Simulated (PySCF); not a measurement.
# CH3ClNO−, a complex of two parts: interaction energy

One table from this session's results is given with a row withheld; the runs are named, their logs left out.

Programs: PySCF 2.14.0. All values are calculated, for the isolated system unless a continuum is named. Atoms count from 0, parts from 1.

### Starting point

7 atoms, charge -1, multiplicity 1; geometry: GFN2-xTB. Parts: 1 = atoms 0–5, `NC=O`, charge 0; 2 = atom 6, `[Cl-]`, charge -1.

Set-up of the first run:

The job: settings as JSON, then the geometry in Å.

```
{"job": {"xc": "PBE0", "basis": "def2-SVPD", "d3": "d3bj", "grid": 2, "kind": "geom"}, "charge": -1, "multiplicity": 1, "parts": [{"atoms": "0-5", "charge": 0, "multiplicity": 1}, {"atoms": "6-6", "charge": -1, "multiplicity": 1}]}
N     -0.597050     0.109430     0.047092
C      0.714201    -0.055206     0.006253
O      1.320069    -0.889829    -0.644979
H     -1.174642    -0.502829    -0.508119
H     -1.074347     0.840431     0.617228
H      1.246618     0.670330     0.650924
Cl    -2.097928     2.142789     1.617566
```

The run is started by

```
OMP_NUM_THREADS=1 python cluster_run.py task.json out
```

This one command runs all jobs of the session in turn.

Steps of the session up to this table: Relaxing the molecule at PBE0-D3(BJ)/def2-SVPD; Coupled-cluster interaction energy: CCSD(T) and MP2.

One of the session's tables, all rows but one given; the rest of the session is left out.

It belongs to the step «Coupled-cluster interaction energy: CCSD(T) and MP2». 

```
                 method  interaction energy (kcal/mol)
         HF/aug-cc-pVDZ                         -20.04
        MP2/aug-cc-pVDZ                         -22.35
       CCSD/aug-cc-pVDZ                         -21.52
    CCSD(T)/aug-cc-pVDZ                         -21.94
         HF/aug-cc-pVTZ                         -20.25
        MP2/aug-cc-pVTZ                         -23.65
    SCS-MP2/aug-cc-pVTZ                         -22.46
      MP2, extrapolated                         -24.10
CCSD(T), limit estimate                              ?
```

Estimate the missing values for CCSD(T), limit estimate.

The run gave: interaction energy (kcal/mol): -23.69. In the column «interaction energy (kcal/mol)» it lies between MP2, extrapolated (-24.10) and MP2/aug-cc-pVTZ (-23.65).

Caveats from the session: The interaction energy leaves out the deformation of the parts, 1.48 kcal/mol (MP2); added to the CCSD(T) estimate it gives a binding of about -22.21 kcal/mol.
